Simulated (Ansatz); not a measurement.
C4H10O can be A, `CCC(C)O`, or B, `CCCOC`.

Computed with Ansatz on PBE0-D4/def2-TZVP structures; ΔE is electronic, products minus reactants. CCSD(T)/CBS is the MP2 limit (def2-TZVPP, def2-QZVPP) plus CCSD(T) − MP2 in def2-TZVPP, frozen cores. DFT in def2-TZVPP. One conformer a species, not always the lowest.

A:

```xyz
15

C     1.2479    1.4676    0.0119
C    -0.0852    0.7910   -0.2572
C    -0.1731   -0.6258    0.2922
C    -1.5151   -1.2610    0.0144
O     0.8045   -1.4770   -0.2853
H     1.2473    2.5004   -0.3423
H     1.4749    1.4861    1.0824
H     2.0709    0.9609   -0.5009
H    -0.2776    0.7546   -1.3351
H    -0.8922    1.3812    0.1903
H    -0.0187   -0.5829    1.3832
H    -1.6870   -1.3195   -1.0633
H    -2.3204   -0.6762    0.4639
H    -1.5498   -2.2729    0.4210
H     1.6735   -1.1266   -0.0752
```

B:

Z-matrix (Å, degrees):
```
C
C 1 1.518
H 1 1.094 2 111.4
H 1 1.094 2 111.4 3 -120.1
H 1 1.092 2 111.2 3 120.0
C 2 1.510 1 112.1 3 60.1
H 2 1.094 1 110.4 3 -178.8
H 2 1.094 1 110.4 3 -61.1
O 6 1.403 2 109.4 1 -180.0
H 6 1.103 2 110.2 1 58.9
H 6 1.103 2 110.2 1 -58.8
C 9 1.398 6 112.5 2 -180.0
H 12 1.090 9 107.7 6 -180.0
H 12 1.100 9 111.6 6 -60.6
H 12 1.100 9 111.6 6 60.6
```

Problem. Which isomer does CCSD(T)/CBS put lower? Give the gap. (Best estimate.)

Solution. Computed: A, by 13.4 kcal/mol.

Problem. Give E(B) − E(A) in kcal/mol with LDA (SPW92), B2PLYP, PBE0-D4, HF/def2-TZVPP, ωB97M-V, CCSD(T)/def2-SVP, r2SCAN-D4. (An estimate is asked.)

Solution. Computed: LDA (SPW92) 13.2, B2PLYP 11.5, PBE0-D4 12.4, HF/def2-TZVPP 9.4, ωB97M-V 12.6, CCSD(T)/def2-SVP 11.6, r2SCAN-D4 12.4. None reverses the order clearly.

Problem. Does the order hold for the free energy at 298.15 K (harmonic terms from PBE0-D4)? (Best estimate.)

Solution. The calculation gave: Yes: G(B) − G(A) = +13.2 kcal/mol, for one conformer each.

Largest T1 diagnostic: 0.009.

At CCSD(T), def2-SVP lies −1.8 kcal/mol from the extrapolated value and def2-TZVPP −0.6 kcal/mol. The D4 term adds +0.9 kcal/mol with B3LYP and +0.4 kcal/mol with PBE0; it sums over pairs of atoms, weighted by their polarisabilities, and B3LYP, whose exchange is more repulsive, gets the larger term.

B3LYP here is the variant with VWN-RPA as its local correlation; programs differ in this.
